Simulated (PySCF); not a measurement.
C2H3Cl, optimised at PBE0/def2-TZVP:

```xyz
6

C     -0.7351    -0.0968     0.0333
C      0.5442     0.2254    -0.0068
Cl     1.8016    -0.9118    -0.3040
H     -1.0788    -1.1117    -0.1206
H     -1.4721     0.6733     0.2259
H      0.9138     1.2317     0.1436
```

Energies from PySCF (xtb for GFN2), thermal terms from the rigid-rotor harmonic-oscillator model, ideal gas at 1 bar. 6-31G* has spherical d functions here. All species are closed-shell singlets. B3LYP is the form with VWN-RPA correlation.

List the harmonic frequencies (cm⁻¹, unscaled) at this level and at the other levels, each on its own geometry.


- PBE0/def2-TZVP: 400, 644, 737, 932, 984, 1043, 1302, 1403, 1684, 3172, 3220, 3268
- B3LYP/6-31G*: 398, 633, 708, 915, 978, 1049, 1320, 1424, 1690, 3180, 3236, 3271
- GFN2-xTB: 373, 601, 695, 857, 990, 1013, 1228, 1368, 1665, 3076, 3114, 3147
- HF/6-31G*: 430, 696, 770, 1076, 1091, 1144, 1431, 1544, 1842, 3350, 3426, 3443
- PBE/def2-SVP: 386, 617, 709, 860, 936, 992, 1242, 1329, 1627, 3090, 3132, 3196
